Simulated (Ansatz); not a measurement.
SiEtH3 (C2H8Si). The state is a singlet with charge 0. Geometry PBE0-D4/def2-TZVP, basis def2-TZVP, Ansatz.

```csv
run,HOMO (eV),LUMO (eV)
A,-8.12,0.34
B,-9.91,1.55
C,-8.52,0.71
D,-7.24,-0.09
E,-7.31,-0.29
F,-7.51,0.46
```

HSE06 is defined as in plane-wave codes, on full-range PBE exchange. Another isomer (singlet) lies 0.54 eV lower at PBE0-D4/def2-TZVP; other spin states weren't run for this one.

Q: The runs used CAM-B3LYP, HSE06, LDA (SPW92), PBE, PBE0, r2SCAN. Estimate which is which.

A: A HSE06 (range-separated); B CAM-B3LYP (range-separated); C PBE0 (25 % exact exchange); D PBE (0 % exact exchange); E LDA (SPW92) (0 % exact exchange); F r2SCAN (0 % exact exchange). Exact exchange lowers occupied and raises empty levels; among semilocal functionals meta-GGAs tend to open the gap a little, and such runs are hard to tell apart. The gap grows from 7.02 eV (LDA (SPW92)) to 11.46 eV (CAM-B3LYP).
